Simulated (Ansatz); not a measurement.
C₂HF (`C#CF`), relaxed with RKS PBE0-D4/def2-TZVP in the Gaussian-basis code of Ansatz from a PBE-D4/def2-SVP geometry. The force threshold is 0.005 eV/Å; the program also tests the step.

The species carries charge 0 and has multiplicity 1.

Start:

```xyz
4

C     0.092   -0.174    0.629
C    -0.078    0.148   -0.532
F    -0.256    0.488   -1.756
H     0.242   -0.461    1.659
```

| step | energy (eV) | largest force (eV/Å) | largest move (Å) |
| --- | --- | --- | --- |
| 1 | -4800.7932 | 1.360 | 0.000 |
| 2 | -4800.8346 | 0.234 | 0.024 |
| 3 | -4800.8354 | 0.039 | 0.003 |
| 4 | -4800.8354 | 0.001 | 0.001 |

End:

```xyz
4

C     0.090   -0.172    0.618
C    -0.076    0.144   -0.519
F    -0.253    0.481   -1.731
H     0.238   -0.454    1.632
```

It took 7 s on 2 threads of an AMD EPYC 7R13 on a shared host, with 0.14 GiB of host memory at the peak.
